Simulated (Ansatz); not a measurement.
C4H4F2 can be A, `C=C(F)/C=C/F`, or B, `FC1(F)C=CC1`.

Computed with Ansatz on PBE0-D4/def2-TZVP structures; ΔE is electronic, products minus reactants. CCSD(T)/CBS adds triple-zeta CCSD(T) − MP2 to the extrapolated MP2 energy (def2 sets, frozen cores). Functionals use def2-TZVPP. B3LYP here is the variant with VWN-RPA as its local correlation; programs differ in this. One conformer a species, not always the lowest.

(1) Which is lower in electronic energy at CCSD(T)/CBS, and by how much? (Best estimate.)

(2) Give E(B) − E(A) in kcal/mol with ωB97M-V, B3LYP-D4, CCSD(T)/def2-TZVPP, r2SCAN-D4, HF/def2-TZVPP, B2PLYP, LDA (SPW92). (Estimate.)

(3) Does the order hold for the free energy at 298.15 K (harmonic terms from PBE0-D4)? (Estimate.)

Largest T1 diagnostic: 0.012.

Answers

(1) Computed: A, by 1.5 kcal/mol.

(2) Ansatz gave: ωB97M-V 1.1, B3LYP-D4 7.4, CCSD(T)/def2-TZVPP 2.0, r2SCAN-D4 5.0, HF/def2-TZVPP 3.8, B2PLYP 5.2, LDA (SPW92) 1.1. None reverses the order clearly.

(3) The calculation gave: Yes: G(B) − G(A) = +3.0 kcal/mol, for one conformer each.

From BLYP to BHLYP (50 % exact exchange), in def2-TZVPP and without D4, E(B) − E(A) moves by −6.4 kcal/mol. Leaving LDA and LC-ωPBE aside and taking each functional with its dispersion term where it has one, the values, not all of them listed here, spread over 11.5 kcal/mol, from PBE-QIDH to BLYP-D4. LDA lies −3.6 kcal/mol from PBE without D4.
